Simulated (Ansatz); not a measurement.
```yaml
crystal:
  periodic: [false, false, false]
  atoms:
    - {symbol: O, position_ang: [0.625629, 1.111498, -0.036091]}
    - {symbol: C, position_ang: [-0.090504, -0.243396, 0.256204]}
    - {symbol: Cl, position_ang: [0.835190, -1.499208, -0.349200]}
    - {symbol: Cl, position_ang: [-1.664379, -0.143075, -0.435560]}
    - {symbol: H, position_ang: [0.742362, 1.187317, -0.879324]}
    - {symbol: H, position_ang: [-0.239852, -0.255250, 1.308578]}
basis:
  gaussian: {orbitals: ANO-RCC-VTZP, final_grid: {core_spheres: 5, valence_spheres: 4, degree: 11}}
magnetization: {spin_polarized: true, initial_magnetization: 4}
hamiltonian: {xc: {name: wB97X}}
output: {forces: true}
```

```sh
$ ansatz run in.yaml --threads 2 --pin off --events-out ev --progress --plain --max-ram 4352MiB
```

Shortened log:

```
Functional definition: wB97X
1213 factors; their error is unknown
262 factors; integrals over basis functions are off by at most 1.3e-5 eV
mean field evaluation 1: about -28217.3765 eV, gradient 4.6e1 eV
mean field evaluation 2: about -28168.9147 eV, gradient 1.1e2 eV
mean field evaluation 4: about -28225.7232 eV, gradient 6.8e0 eV
mean field evaluation 8: about -28226.2289 eV, gradient 3.4e0 eV
mean field evaluation 16: about -28227.2088 eV, gradient 2.6e-1 eV
mean field evaluation 32: about -28227.0091 eV, gradient 4.1e0 eV
mean field -28227.25362086 eV, -1037.3324374469 hartree, gradient 3.2e-6 eV, S^2 6.013268; 6 other end points of the search recorded, 0 dependent functions left out
reference -28227.25361901 eV, -1037.3324373790 hartree; 27, 23 occupied and 129, 133 virtual orbitals, 1213 factors
Total energy: -28227.25361901 eV, -1037.3324373790 hartree
Relativity: scalar
Atom 0 at     0.625629     1.111498    -0.036091 Å, force     2.410785     5.495664     8.523264 eV/Å
Atom 1 at    -0.090504    -0.243396     0.256204 Å, force     1.920114    -5.294741     4.019646 eV/Å
Atom 2 at     0.835190    -1.499208    -0.349200 Å, force     1.578941    -1.728849    -0.569535 eV/Å
Atom 3 at    -1.664379    -0.143075    -0.435560 Å, force    -7.482952     0.457695    -3.102054 eV/Å
Atom 4 at     0.742362     1.187317    -0.879324 Å, force     1.495149     1.237982   -10.062567 eV/Å
Atom 5 at    -0.239852    -0.255250     1.308578 Å, force     0.077963    -0.167751     1.191246 eV/Å
Dipole moment:    -0.160196    -0.022530     0.073043 e Å
```

Problem. What is wrong with this run?

Solution. The spin is set far too high for this molecule. The run converged. The result belongs to that input, not to the molecule as meant.
